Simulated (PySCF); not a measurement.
C4H5ClO.
SMILES: `C1(Cl)[C@@H](OC=1)C`

Method: PBE0-D3(BJ)/def2-SVP geometry optimisation, gas phase (PySCF 2.14.0).

Take the most abundant isotopes and a rigid rotor. 

(1) Give the principal moments of inertia and the rotational constants in cm⁻¹.

(2) Classify the top.

(3) Is it planar, by Δ = Ic − Ia − Ib?

(4) Give the other two planar moments, Paa and Pbb, and the rms extents of the mass along the axes.

(5) List the rotational levels J(Ka,Kc) to J = 4 (K).

(6) Predict some low-J microwave lines.

Answers

(1) Ia = 94.69, Ib = 234.49, Ic = 310.15 u·Å²; 505379 MHz·u·Å²/I gives 5337, 2155 and 1629 MHz, that is A = 0.17802, B = 0.07189, C = 0.05435 cm⁻¹.

(2) An asymmetric top: κ = (2 × 2155 − 5337 − 1629)/(5337 − 1629) = -0.72.

(3) Not planar: Δ = Ic − Ia − Ib = -19.04 u·Å². For a rigid frame Δ = −2 Σ m c², so Σ m c² = 9.52 u·Å² lies off the ab plane: 4.82 from hydrogen and 4.70 from heavier atoms. The atom farthest from that plane is 1.56 Å away.

(4) Paa = Σ m a² = (Ib + Ic − Ia)/2 = 224.97 and Pbb = Σ m b² = (Ia + Ic − Ib)/2 = 85.17 u·Å². With the mass M = 104.00 u, the rms extents √(P/M) along a, b and c are 1.47, 0.90, 0.30 Å.

(5) Above 0(0,0), as E/k:
J = 1: 1(0,1) 0.182, 1(1,1) 0.334, 1(1,0) 0.360
J = 2: 2(0,2) 0.542, 2(1,2) 0.672, 2(1,1) 0.748, 2(2,1) 1.206, 2(2,0) 1.209
J = 3: 3(0,3) 1.076, 3(1,3) 1.178, 3(1,2) 1.329, 3(2,2) 1.751, 3(2,1) 1.765, 3(3,1) 2.579, 3(3,0) 2.580
J = 4: 4(0,4) 1.775, 4(1,4) 1.849, 4(1,3) 2.100, 4(2,3) 2.475, 4(2,2) 2.516, 4(3,2) 3.311, 4(3,1) 3.313, 4(4,1) 4.464, 4(4,0) 4.464

(6) The dipole components are |μa| = 0.22 D, |μb| = 0.58 D, |μc| = 0.04 D. The squared components, which scale the intensities, stand as 0.14 : 1.00 : 0.00 (a : b : c). Some lines, for components of 0.1 D or more:

```
type  branch         J(Ka,Kc)    MHz  lower level (cm⁻¹)
   a       Q  5(2,3) ← 5(2,4)   1868               2.347
   b       Q  2(1,1) ← 2(0,2)   4293               0.377
   a       R  2(0,2) ← 1(0,1)   7509               0.126
   a       R  3(0,3) ← 2(0,2)  11119               0.377
   b       R  4(0,4) ← 3(1,3)  12455               0.819
   b       R  3(1,3) ← 2(0,2)  13246               0.377
   b       R  2(2,1) ← 1(1,0)  17640               0.250
   b       Q  5(4,2) ← 5(3,3)  23984               2.938
   b       R  5(2,4) ← 4(1,3)  26622               1.459
   b       Q  5(5,0) ← 5(4,1)  30876               3.738
   b       R  4(3,1) ← 3(2,2)  32535               1.217
   b       R  5(2,3) ← 4(1,4)  33718               1.285
   b       R  4(4,0) ← 3(3,1)  39263               1.793
   b       R  5(4,1) ← 4(3,2)  43074               2.301
```

Stationary, but not proved a minimum. These are rigid-rotor constants of the computed structure; measured ground-state constants (B0) also hold zero-point vibration. A rigid rotor knows nothing of internal rotation, which can split or shift real lines. Quadrupole hyperfine structure (35Cl) is left out.

Time: 18 s wall; peak memory 0.51 GiB. Hardware: an Arm Neoverse V1 with one thread, shared host. This is the geometry optimisation.
